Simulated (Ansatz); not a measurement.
The end point of a relaxation of Au. Space group Fm-3m (No. 225), fcc (Cu type). Calculation: PBEsol (plane waves to 420 eV, PAW, scalar-relativistic; Ansatz, a quantum-chemistry and plane-wave program).

Space group Fm-3m (No. 225); a = 4.0834 Å, b = 4.0834 Å, c = 4.0834 Å, α = 90.00°, β = 90.00°, γ = 90.00°

```
atom  site  symmetry       x       y       z
----  ----  --------  ------  ------  ------
Au      4a      m-3m  0.0000  0.0000  0.0000
```
(The calculation used a cell of 1 atom; values per cell refer to that cell.)

For Au, the volume per atom is 17.02 Å³. The band gap is zero (metallic) and the shortest distances is Au–Au 2.89 Å. The k-mesh is 20×20×20.

No spin polarisation in the result.

Measured for Au: a 4.062 Å (static lattice; corrected from measurement; as listed in Daniel Mejia-Rodriguez, S. B. Trickey, Phys. Rev. B (2018)). Computed minus measured — a: PBEsol +0.5 %. The computed values are for a static lattice.

The run could not lose the symmetry of its start.
